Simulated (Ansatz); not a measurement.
Geometry optimisation, RKS r2SCAN-D4/6-31G* in Ansatz 0.2.0.

input.yaml

```yaml
crystal:
  periodic: [false, false, false]
  atoms:
    - { symbol: B, position_ang: [-0.225459, 0.538096, -0.299765] }
    - { symbol: H, position_ang: [-0.085722, -0.231374, 1.970027] }
    - { symbol: H, position_ang: [0.814715, -0.02323, -0.490479] }
    - { symbol: O, position_ang: [-1.440452, -0.049585, -0.439804] }
    - { symbol: H, position_ang: [-1.357375, -0.979895, -0.696162] }
    - { symbol: S, position_ang: [-0.139146, 2.338945, 0.166311] }
    - { symbol: H, position_ang: [-1.472867, 2.502589, 0.302323] }
    - { symbol: H, position_ang: [0.020705, 0.468754, 1.981849] }
basis:
  gaussian: { orbitals: "6-31G*" }
hamiltonian:
  xc: r2scan
  dispersion: d4
relax:
  f_tol: 0.03
  max_steps: 50
```

Run as:

```bash
$ ansatz run input.yaml --threads 1 --pin off --max-ram 2048MiB --backend cpu --events-out ev --progress --plain --runs-dir out
```

Question: Where does it end, and by what steps?

Answer: The run converged. The force dipped under the threshold on the way, but the program's further checks kept it going. After 14 steps the energy has fallen by 0.244 eV; H2 moved furthest, 0.97 Å.

| step | energy less start (eV) | largest force component (eV/Å) | accepted |
| --- | --- | --- | --- |
| 0 | 0.0000 | 1.531 | yes |
| 1 | -0.1513 | 0.480 | yes |
| 2 | -0.2054 | 0.321 | yes |
| 3 | -0.2339 | 0.100 | yes |
| 4 | -0.2218 | 1.084 | no |
| 5 | -0.2373 | 0.099 | yes |
| 6 | -0.2402 | 0.048 | yes |
| 7 | -0.2417 | 0.073 | yes |
| 8 | -0.2415 | 0.215 | no |
| 9 | -0.2425 | 0.015 | yes |
| 10 | -0.2418 | 0.275 | no |
| 11 | -0.2429 | 0.057 | yes |
| 12 | -0.2429 | 0.131 | yes |
| 13 | -0.2433 | 0.042 | yes |
| 14 | -0.2435 | 0.006 | yes |

```xyz
8
Properties=species:S:1:pos:R:3
B -0.260 0.681 -0.581
H 0.071 -0.527 2.878
H 0.771 0.139 -0.871
O -1.455 0.032 -0.548
H -1.353 -0.902 -0.779
S -0.190 2.442 -0.170
H -1.511 2.591 0.070
H 0.041 0.108 2.496
```

Whether the end is a true minimum wasn't checked by a vibrational analysis.

Time of the run: 45 s on 1 thread of Arm Neoverse V1, with other jobs on the host, peak memory 0.13 GiB.
